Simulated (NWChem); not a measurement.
**NWChem input wanted**

C2H7P+: 10 atoms, total charge +1, spin state doublet. As SMILES of the parent species, `CPC`. Geometry: relaxed at PBE0-D4/def2-TZVP. That shape belongs to the parent species and isn't relaxed for this state.

```xyz
10

C    -0.9399    0.5627   -0.9122
P     0.6417    0.8520   -0.0101
C     0.6499   -0.6107    1.1122
H    -1.0452   -0.4618   -1.2747
H    -1.0035    1.2489   -1.7590
H    -1.7735    0.7871   -0.2430
H     1.5091    0.3168   -1.0014
H    -0.0908   -0.4549    1.8998
H     1.6274   -0.6932    1.5911
H     0.4248   -1.5470    0.5974
```

Settings wanted:

```yaml
task: energy
method: HF
basis_set: STO-3G
reference: UHF
SCF_convergence_threshold: 1e-08
iteration_cap: 80
module: scf
```

Question: Give an NWChem 7.3.0 job that does this.

Answer: This one ran through:

run.py:
```python
from ase import Atoms
from ase.calculators.nwchem import NWChem

mol = Atoms('CPCHHHHHHH', positions=[
    [-0.939890, 0.562750, -0.912230],
    [0.641740, 0.851990, -0.010090],
    [0.649850, -0.610720, 1.112180],
    [-1.045210, -0.461770, -1.274720],
    [-1.003490, 1.248870, -1.759000],
    [-1.773550, 0.787080, -0.243020],
    [1.509100, 0.316840, -1.001430],
    [-0.090800, -0.454900, 1.899770],
    [1.627440, -0.693200, 1.591080],
    [0.424820, -1.546950, 0.597430],
])

calc = NWChem(
    label='mymol',
    theory='scf',
    memory='2200 mb',
    basis='STO-3G',
    basispar='spherical bse',
    charge=1,
    scf={'nopen': '1', 'uhf': None, 'thresh': '1e-08', 'maxiter': '80'},
    task='energy',
)
mol.calc = calc

e = mol.get_potential_energy()
print(f"E = {e:.6f} eV")
```

```bash
$ export ASE_NWCHEM_COMMAND="nwchem PREFIX.nwi > PREFIX.nwo"
$ python run.py
```

Calculated total energy: -415.58396 Eh.
